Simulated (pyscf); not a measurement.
Structures and frequencies: ωB97X-D3(BJ)/def2-SVP in PySCF. Correlated levels are frozen-core, on RHF or UHF. ΔMP2 is the change of the MP2 total energy from the triple- to the quadruple-zeta basis.

SMILES: [F][In]([OH])[F]
```xyz
5

O      1.5523    -0.4170     0.4539
In     0.0268     0.2212    -0.6151
F     -0.3062     2.1004    -0.9441
F     -1.2462    -1.0184    -1.4088
H      1.5639    -1.3815     0.5125
```
Charge 0, spin multiplicity 1.

### Question
What is the homolytic dissociation enthalpy (298 K, CCSD(T)/def2-TZVPP + ΔMP2(QZVPP)) of the In–O bond of `[OH][In]([F])[F]`, to OH• + [F–In–F]•?

### Answer
In–O to OH• + [F–In–F]•: 82.6 kcal/mol. The radicals are drawn with the spin at the cut bond; how far it spreads was not checked. The CCSD(T) − MP2 part came from Ansatz, without density fitting, on the same reference. The frozen core leaves the outer d or s,p core shells of the metals and heavy elements correlated in the MP2 and CC values, and def2-TZVPP describes them poorly, which can shift differences by a few kcal/mol. Left out: the spin-orbit lowering of OH. Elements past Kr carry the def2 core potentials, without spin-orbit coupling.
